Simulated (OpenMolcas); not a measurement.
## A ladder of methods for CH5NSi (SMILES C[Si]N)

The species is CH5NSi (8 atoms), meant as a singlet with charge 0. As SMILES, `C[Si]N`. The coordinates come from a PBE0-D4/def2-TZVP relaxation. This is one conformer, not always the lowest.

Each level gives the HOMO–LUMO gap (eV). The values are calculated.

```csv
level,kind,program,value (eV),CPU time
HF/def2-SVPD,Hartree–Fock,OpenMolcas,10.60,27 s
SVWN5/def2-SVPD,LDA,OpenMolcas,2.98,49 s
BLYP/def2-SVPD,GGA,OpenMolcas,3.10,55 s
revPBE/def2-SVPD,GGA,OpenMolcas,3.09,55 s
TPSS/def2-SVPD,meta-GGA,OpenMolcas,3.25,70 s
BHLYP/def2-SVPD,global hybrid,OpenMolcas,6.88,69 s
PBE0/def2-SVPD,global hybrid,OpenMolcas,4.95,61 s
B2PLYP/def2-SVPD,double hybrid,OpenMolcas,7.09,58 s
```

The values span 2.98 to 10.60 eV. Orbital gaps aren't excitation energies, and those of double hybrids come from the SCF part alone; they tend to grow with the share of exact exchange. Times are those of the runs behind each value, whatever else they computed, on shared processors of several kinds: orders of magnitude only.
